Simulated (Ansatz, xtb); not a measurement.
## Ranking isomers of C2H4F2O

5 gas-phase structures of C2H4F2O, found in a search over its isomers (lower ones may exist). Each was relaxed with GFN2-xTB; where two conformers were screened, the lower at r2SCAN-D4/def2-SVP is listed:

A. `FCOCF`, a singlet
B. `CC(O)(F)F`, a singlet
C. `COC(F)F`, a singlet
D. `OCC(F)F`, a singlet
E. `O[C@H](F)CF`, a singlet

Problem. Estimate their order in r2SCAN-D4/def2-SVP energy at these geometries, lowest first.

Solution. Calculated order at r2SCAN-D4/def2-SVP: B (0.0), C (19.8), E (22.6), D (22.6), A (27.5) kcal/mol. Less than 1 kcal/mol parts E and D, so the order within that pair means little.

Energies above the lowest of each column, in kcal/mol; the last columns are at BLYP-D3(BJ)/def2-SVP geometries and were run for some of them only (a dash: not run or not comparable):

```
structure  GFN2-xTB  HF/STO-3G  r2SCAN-D4/def2-SVP  BLYP-D3(BJ)/def2-SVP  CCSD(T)/def2-SVP + ΔMP2/def2-TZVPP
        B       0.0        0.0                 0.0                   0.0                                 0.0
        C      14.0        6.8                19.8                  17.1                                18.7
        E      16.1       18.0                22.6                  19.2                                17.9
        D      18.7       16.5                22.6                     –                                   –
        A      14.8       12.6                27.5                     –                                   –
```

Every level run on B puts it lowest or level with the lowest. CCSD(T)/def2-SVP + ΔMP2/def2-TZVPP orders those it was run on as B (0.0), E (17.9), C (18.7) kcal/mol. Less than 1 kcal/mol parts E and C, so the order within that pair means little. Flexible structures stand in one conformer each, not always the lowest. Frequencies (BLYP-D3(BJ)/def2-SVP) were run for B, C, E alone. The ΔMP2 step shifts differences by up to 3.4 kcal/mol, which makes them less sure. ΔMP2 is the change of the MP2 energy from the smaller to the larger basis.

Over these structures GFN2-xTB departs from r2SCAN-D4/def2-SVP by 3.1 kcal/mol on average once a common shift is removed. A GFN2-xTB relaxation took about 0.038 s and the r2SCAN-D4/def2-SVP energy about 2.5 s on a shared host (Ansatz 0.2.0, xtb 6.7.1).
